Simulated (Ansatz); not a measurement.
Basis-set extrapolation for C3H6OS (`COCC=S`) (PBE0-D4/def2-TZVP geometry, frozen core, the Gaussian-basis code of Ansatz). Multiplicity 1, RHF reference.

```csv
,def2-TZVPP,def2-QZVPP
HF,-589.530946,-589.551148
MP2 correlation,-0.909852,-0.975809
CCSD(T) correlation,-0.995843,not run
```

Energies in hartree. Use E(X) = E(∞) + A·exp(−7.88·√X) for Hartree–Fock and E(X) = E(∞) + B·X^(−2.97) for correlation, with X = 3 and 4, and add CCSD(T) minus MP2 of the smaller set to the MP2 limit.

What is the CCSD(T) energy at the basis-set limit?

HF limit: -589.551148 + (-0.020202) × 0.13774 = -589.55393. MP2 limit: -0.975809 + (-0.065957) × 0.74074 = -1.02467. Higher-order term: -0.995843 − (-0.909852) = -0.08599. Total: -590.66459 hartree, 361.8 kJ/mol below CCSD(T)/def2-TZVPP.
